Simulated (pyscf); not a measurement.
Optimised with ωB97X-D3(BJ)/def2-SVP in PySCF.

Problem. Estimate the classical barrier height and the reaction energy of H₂N–NH–SiH₃ (SMILES NN[SiH3]) + H• (SMILES [H]) → H₂N–SiH₃ (SMILES N[SiH3]) + NH₂• (SMILES [NH2]) at ωB97M-D3(BJ)/def2-TZVP. The step runs on the doublet surface, breaks N–N and forms H–N; take the separated reactants as zero.

Solution. ΔE‡ = 61.4 kJ/mol, ΔE = -169.9 kJ/mol. Zero-point energy shifts the barrier by +6.9 kJ/mol. It is a substitution at N, with an imaginary mode of 1403i cm⁻¹. Abstraction by the radical was not located in this set and often lies lower. H₂N–NH–SiH₃ lies 240.0 kJ/mol over its isomer H₂N–SiH₂–NH₂ (electronic energy, ωB97M-D3(BJ)/def2-TZVP). One saddle was located; it need not be the lowest between these sides. The angle at the attacked N is 152°.
